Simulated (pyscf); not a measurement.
# Hydrogen abstraction: H₂N–SiH₂–Cl + amino radical (NH₂•) -> •HN–SiH₂–Cl + ammonia (NH₃)

Gas phase, doublet surface, charge 0. Bonds broken: N1–H4. Bonds formed: H4–N8. Optimised with ωB97X-D3(BJ)/def2-SVP in PySCF.

Transition state (Å):

```xyz
10

N     -1.3258    -0.3435     0.7418
Si     0.2968     0.1885     0.4539
Cl     1.0573    -0.4709    -1.3751
H     -2.1717     0.1536    -0.1078
H     -1.4697    -1.3537     0.6491
H      0.3043     1.6709     0.4039
H      1.2091    -0.3348     1.5024
N     -2.4291     0.5032    -1.2192
H     -1.9775    -0.1612    -1.8576
H     -1.9075     1.3788    -1.3479
```

One imaginary mode, 1724i cm⁻¹; descent along it reached the two sides named, in the forms told below.

| bond | change | reactant side (Å) | saddle | product side |
|---|---|---|---|---|
| N1–H4 | breaks | 1.017 | 1.298 | 2.235 |
| H4–N8 | forms | 2.394 | 1.193 | 1.021 |

Electronic energies relative to the separated reactants (kJ/mol):

```json
[
 {"level": "ωB97X-D3(BJ)/def2-TZVP", "barrier": "44.6", "reaction energy": "+17.9", "reverse barrier": "26.7"},
 {"level": "PBE/def2-TZVP", "barrier": "0.1", "reaction energy": "+8.8", "reverse barrier": "-8.7"},
 {"level": "r²SCAN/def2-TZVP", "barrier": "16.9", "reaction energy": "+15.0", "reverse barrier": "1.9"},
 {"level": "B3LYP-D3(BJ)/def2-TZVP", "barrier": "25.7", "reaction energy": "+15.1", "reverse barrier": "10.6"},
 {"level": "PBE0-D3(BJ)/def2-TZVP", "barrier": "25.8", "reaction energy": "+16.3", "reverse barrier": "9.5"},
 {"level": "M06-2X/def2-TZVP", "barrier": "44.7", "reaction energy": "+18.6", "reverse barrier": "26.1"},
 {"level": "ωB97M-D3(BJ)/def2-TZVP", "barrier": "45.0", "reaction energy": "+17.0", "reverse barrier": "28.0"},
 {"level": "HF/def2-TZVP", "barrier": "146.1", "reaction energy": "+24.9", "reverse barrier": "121.2"}
]
```

With ωB97M-D3(BJ)/def2-TZVP energies and thermal terms (ideal gas, 1 atm, RRHO with modes under 100 cm⁻¹ raised to 100, one conformer, R ln 2 for chiral ones without a mode under 150 cm⁻¹), in kJ/mol:

| T (K) | ΔH‡ | ΔG‡ | ΔH | ΔG |
|---|---|---|---|---|
| 298 | 41.1 | 83.9 | +20.3 | +19.3 |
| 600 | 41.4 | 127.4 | +19.6 | +18.6 |
| 900 | 44.0 | 169.9 | +19.1 | +18.2 |
| 1200 | 47.2 | 211.4 | +18.7 | +17.9 |

On the reactant side the descent ends in a complex, 23.2 kJ/mol under the separated species and 67.7 kJ/mol under the saddle at ωB97X-D3(BJ)/def2-TZVP. At PBE this geometry lies under the product side: in single points on another level's saddle the reverse barrier vanishes, and the forward threshold there is about the reaction energy. •HN–SiH₂–Cl lies 84.2 kJ/mol over its isomer H₂N–SiH•–Cl (electronic energy, ωB97M-D3(BJ)/def2-TZVP). This is the saddle that the search found; another between the same sides may lie lower. The angle at the transferred H is 150°.
